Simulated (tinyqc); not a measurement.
Inside a calculation. Method: RHF in the sto-6g basis, for H2F+, spin multiplicity 1. One step of it, computed by the program tinyqc.

Question. Orthogonalisation. S = U s U^T; canonical form X = U s^(-1/2), so that X^T S X = 1. Each column of U has its largest component positive (the first on a tie).

overlap S:
```
           1F 1s     1F 2s    1F 2px     1F 2py    1F 2pz     2H 1s      3H 1s
1F 1s   1.000000  0.232479  0.000000   0.000000  0.000000  0.032017   0.032017
1F 2s   0.232479  1.000000  0.000000   0.000000  0.000000  0.330775   0.330775
1F 2px  0.000000  0.000000  1.000000   0.000000  0.000000  0.000000   0.000000
1F 2py  0.000000  0.000000  0.000000   1.000000  0.000000  0.238375  -0.238375
1F 2pz  0.000000  0.000000  0.000000   0.000000  1.000000  0.139361   0.139361
2H 1s   0.032017  0.330775  0.000000   0.238375  0.139361  1.000000   0.134881
3H 1s   0.032017  0.330775  0.000000  -0.238375  0.139361  0.134881   1.000000
```

Give: eigenvalues of S; X.

Answer.

eigenvalues of S: 0.516  0.589  0.911  1.000  1.077  1.276  1.631

X:
```
             1       2       3      4       5       6      7
1F 1s   -0.399   0.000   0.701  0.000  -0.604   0.000  0.219
1F 2s    0.991   0.000  -0.208  0.000  -0.251   0.000  0.487
1F 2px   0.000   0.000   0.000  1.000   0.000   0.000  0.000
1F 2py   0.000   0.826   0.000  0.000   0.000   0.685  0.000
1F 2pz   0.337   0.000   0.684  0.000   0.659   0.000  0.171
2H 1s   -0.585  -0.713  -0.218  0.000   0.183   0.397  0.387
3H 1s   -0.585   0.713  -0.218  0.000   0.183  -0.397  0.387
```
